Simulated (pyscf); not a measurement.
Structures and frequencies: ωB97X-D3(BJ)/def2-SVP in PySCF. Correlated levels are frozen-core, on RHF or UHF. ΔMP2 is the change of the MP2 total energy from the triple- to the quadruple-zeta basis.

**Question.** For the elementary gas-phase step `[F][SiH2][SiH]([F])[F]` → `[F][SiH]([F])[F]` + `[SiH2]` [singlet] (singlet surface; F–Si, Si–Si broken, F–Si formed), what barrier and reaction energy does CCSD(T)/def2-TZVPP + ΔMP2(QZVPP) give, measured from the reactant's lowest minimum found?

**Answer.** ΔE‡ = 45.0 kcal/mol, ΔE = +41.4 kcal/mol. Zero-point energy shifts the barrier by -1.4 kcal/mol. It is a 1,1-elimination, with an imaginary mode of 168i cm⁻¹. On the product side the descent ends in a complex, 5.9 kcal/mol under the separated species and 2.9 kcal/mol under the saddle at ωB97X-D3(BJ)/def2-TZVP. At ωB97X-D3(BJ) the barrier from the zero used here is 47.3 kcal/mol. F–SiH₂–SiH(F)–F lies 11.5 kcal/mol over its isomer F–Si(F)(F)–SiH₃ (electronic energy, ωB97M-D3(BJ)). This is the saddle that the search found; another between the same sides may lie lower. The CCSD(T) − MP2 part came from Ansatz, without density fitting, on the same reference.
